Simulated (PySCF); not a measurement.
**BP: from the state search to spectroscopic constants**

The task here is to estimate one member of a computed series from the others.

The runs use PySCF 2.14.0; B x2c-SVPall, P x2c-SVPall, spin-free X2C with a Gaussian nucleus.

Set-up of the first run:

The job is set up so:

```json
{
  "atoms": "B, P",
  "charge": "0",
  "basis": "B x2c-SVPall, P x2c-SVPall",
  "Hamiltonian": "spin-free X2C with a Gaussian nucleus",
  "basis functions": "32",
  "electrons treated": "20",
  "masses in u": "11.0093, 30.9738",
  "levels": "PBE0, PBE, r²SCAN, M06, r²SCANh, TPSSh, LC-ωPBE, HF, MP2, SCS-MP2, CCSD, CCSD(T)",
  "grid": "80 radial by 434 angular points",
  "occupations": "held fixed by the projection of orbital angular momentum",
  "dissociation limit": "B + P, each in its ground configuration",
  "starting distance in angstrom": "1.880",
  "values of 2S to try": "0, 2, 4"
}
```

On the command line:

```
$ OMP_NUM_THREADS=1 python dia.py task.json out
```

Steps of the session up to this table: Set-up; The PBE0 curve of the state that the search chose; Higher solutions at PBE0; PBE (GGA); r²SCAN (meta-GGA); M06 (hybrid meta-GGA); r²SCANh (hybrid meta-GGA); TPSSh (hybrid meta-GGA); LC-ωPBE (range-separated hybrid); ROHF (mean field); Correlated methods on the Hartree–Fock reference.

One table of the session follows, with a row left open; its other results are not shown here.

Energy (eV) from each level's lowest point:

```
R (Å)   ROHF  ROHF-MP2  ROHF-SCS-MP2  ROHF-CCSD  ROHF-CCSD(T)
1.502  1.160     1.370         1.369        n/a           n/a
1.571  0.467     0.623         0.624      0.628         0.680
1.641      ?         ?             ?          ?             ?
1.694  0.000     0.048         0.048      0.049         0.066
1.746  0.002     0.000         0.000      0.000         0.000
1.798  0.089     0.036         0.034      0.033         0.015
1.868  0.299     0.182         0.175      0.171         0.129
1.956  0.658     0.476         0.459      0.445         0.373
2.060  1.151     0.934         0.897      0.850         0.747
2.200  1.791     1.633         1.561        n/a           n/a
```

Q: Estimate the row for R (Å) = 1.641 from the others.

Worked estimate for «ROHF». A straight line through the neighbours (1.571, 0.467) and (1.694, 0.000) gives 0.467 + (0.000 − 0.467) × (1.641 − 1.571) / (1.694 − 1.571) = 0.201; a parabola fitted to 4 rows on both sides gives 0.091.

**Answer.** ROHF: 0.106; ROHF-MP2: 0.202; ROHF-SCS-MP2: 0.203; ROHF-CCSD: 0.205; ROHF-CCSD(T): 0.238. In «ROHF» the line misses by +0.095 and the parabola by -0.015.
